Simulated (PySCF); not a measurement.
**The bond of LiSi, level by level**

One table from this session's results is given with a row withheld; the runs are named, their logs left out.

Computed with PySCF 2.14.0. Level: Li x2c-SVPall, Si x2c-SVPall, spin-free X2C with a Gaussian nucleus.

Set-up of the first run:

A driver script around PySCF takes these settings:

```yaml
atoms: Li, Si
charge: 0
basis: Li x2c-SVPall, Si x2c-SVPall
Hamiltonian: spin-free X2C with a Gaussian nucleus
basis_functions: 27
electrons_treated: 17
masses_in_u: 7.0160, 27.9769
levels: PBE0, PBE, r²SCAN, B2PLYP, r²SCANh, revPBE, HF, MP2, SCS-MP2, CCSD, CCSD(T)
grid: 80 radial by 434 angular points
occupations: held fixed by the projection of orbital angular momentum
dissociation_limit: Li + Si, each in its ground configuration
starting_distance_in_angstrom: 2.400
values_of_2S_to_try: 1, 3
```

On the command line:

```
$ OMP_NUM_THREADS=1 python dia.py task.json out
```

Among the steps run: The job; PBE0 along the bond; Excited determinants; PBE (GGA); r²SCAN; B2PLYP (double hybrid); r²SCANh (hybrid meta-GGA); revPBE (GGA); UHF (mean field); Adding correlation.

One table of the session follows, with a row left open; its other results are not shown here.

Energy (eV) from each level's lowest point:

```
R (Å)    UHF  UHF-MP2  UHF-SCS-MP2  UHF-CCSD  UHF-CCSD(T)
2.033  0.410    0.377        0.377       n/a          n/a
2.128  0.197    0.176        0.177     0.171        0.173
2.222  0.071    0.061        0.061     0.058        0.059
2.293  0.021    0.016        0.017     0.015        0.015
2.364  0.000    0.000        0.000     0.000        0.000
2.435  0.002    0.006        0.006     0.007        0.007
2.530  0.032    0.041        0.039     0.043        0.042
2.648      ?        ?            ?         ?            ?
2.789  0.215    0.235        0.229     0.234        0.233
2.979  0.389    0.420        0.409       n/a          n/a
```

Estimate the missing values for R (Å) = 2.648.

Worked estimate for «UHF». A straight line through the neighbours (2.530, 0.032) and (2.789, 0.215) gives 0.032 + (0.215 − 0.032) × (2.648 − 2.530) / (2.789 − 2.530) = 0.115; a parabola fitted to 4 rows on both sides gives 0.107.

**Answer.** UHF: 0.102; UHF-MP2: 0.116; UHF-SCS-MP2: 0.112; UHF-CCSD: 0.117; UHF-CCSD(T): 0.116. In «UHF» the line misses by +0.013 and the parabola by +0.005.
